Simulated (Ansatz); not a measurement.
# C2Cl4: geometry optimisation

What geometry does C2Cl4 take? A script is to give a geometry optimisation; the system is C2Cl4.

Program: Ansatz 0.2.0, driven from Python. Level of theory: CAM-B3LYP/cc-pVDZ. These are calculated values, not measurements.

### Step 1. The system

Bond lengths: Cl1–C2 1.738 Å, C2–Cl3 1.738 Å, C2–C4 1.344 Å, C4–Cl5 1.738 Å, C4–Cl6 1.738 Å. Angles: Cl1–C2–Cl3 114.8°, Cl1–C2–C4 122.6°, Cl3–C2–C4 122.6°, C2–C4–Cl5 122.6°, C2–C4–Cl6 122.6°, Cl5–C4–Cl6 114.8°.

No structure file is read: the coordinates are typed or built in the script.

### Step 2. The script

Contents of run_opt.py:

```python
# -*- coding: utf-8 -*-
import itertools

import ansatz as az
from ase.data import atomic_numbers, covalent_radii
import numpy as np
from rdkit import Chem
from rdkit.Chem import AllChem

rd = Chem.AddHs(Chem.MolFromSmiles("ClC(Cl)=C(Cl)Cl"))
AllChem.EmbedMolecule(rd, randomSeed=911)
AllChem.UFFOptimizeMolecule(rd)
molecule = az.Crystal.molecule()
for atom, xyz in zip(rd.GetAtoms(), rd.GetConformer().GetPositions()):
    molecule = molecule.atom(atom.GetSymbol(), xyz.round(5).tolist())

calc = molecule.calculation()
calc = calc.basis(gaussian="cc-pVDZ")
calc = calc.functional("cam_b3lyp")
symbols = [site.symbol for site in molecule.cartesian_sites]
start = np.array([site.position_ang for site in molecule.cartesian_sites], dtype=float)
def progress(event):
    if event["event"] == "relax_step":
        row = event["data"]
        print(f"step {row['step']:3d}  E = {row['lagrangian_ev']:.6f} eV  largest force component {row['allowed_force_max_ev_ang']:.4f} eV/A")


rep = calc.relax(force_tolerance=0.005).session().plan().execute(on_event=progress).report
end = np.array(rep["positions_ang"])

for key in ("converged", "free_energy_ev", "reference_energy_ev", "n_frozen", "n_occupied", "n_virtual"):
    print(f"{key:22s} {rep[key]}")

radius = [covalent_radii[atomic_numbers[s]] for s in symbols]
span = lambda where, i, j: np.linalg.norm(where[i] - where[j])
bonded = [(i, j) for i, j in itertools.combinations(range(len(symbols)), 2) if min(span(start, i, j), span(end, i, j)) < 1.2 * (radius[i] + radius[j])]
print("pair        before    after (A)")
for i, j in bonded:
    print(f"{symbols[i]}{i}-{symbols[j]}{j}".ljust(10), f"{span(start, i, j):8.4f} {span(end, i, j):8.4f}")
for first, second in list(itertools.combinations(bonded, 2)):
    shared = set(first) & set(second)
    if shared and symbols[(j := shared.pop())] != "H":
        i, k = sorted((set(first) | set(second)) - {j})
        u, v = end[i] - end[j], end[k] - end[j]
        angle = np.degrees(np.arccos(np.clip(u @ v / np.linalg.norm(u) / np.linalg.norm(v), -1, 1)))
        print(f"final angle {symbols[i]}{i}-{symbols[j]}{j}-{symbols[k]}{k}: {angle:.2f} deg")
```

### Step 3. What the engine is handed

The package turns the script's settings into the engine's input:

```yaml
crystal:
  periodic: [false, false, false]
  atoms:
    - { symbol: Cl, position_ang: [-1.69812, 1.37962, 0.00526] }
    - { symbol: C, position_ang: [-0.67007, -0.05015, 0.02433] }
    - { symbol: Cl, position_ang: [-1.47004, -1.61676, 0.10978] }
    - { symbol: C, position_ang: [0.67007, 0.05016, -0.02433] }
    - { symbol: Cl, position_ang: [1.47004, 1.61676, -0.10977] }
    - { symbol: Cl, position_ang: [1.69812, -1.37962, -0.00527] }
basis:
  gaussian:
    orbitals: cc-pVDZ
hamiltonian:
  xc: cam_b3lyp
relax:
  f_tol: 0.005
```

### Step 4. The run

On the command line:

```sh
> python run_opt.py
```

**Question.** What results will this script give? Wanted: total energy; dipole moment; moves of the relaxation; energy gained; last largest force component.

The runs gave:

```
                    quantity           value
                total energy  -52164.1554 eV
               dipole moment          0.00 D
     moves of the relaxation               4
               energy gained        0.091 eV
last largest force component     0.0007 eV/Å
```

In words: After 4 moves the largest shift is 0.047 Å. The end point is the stationary point reached from this start; no frequency run checks that it is a minimum, and the basis set is modest.
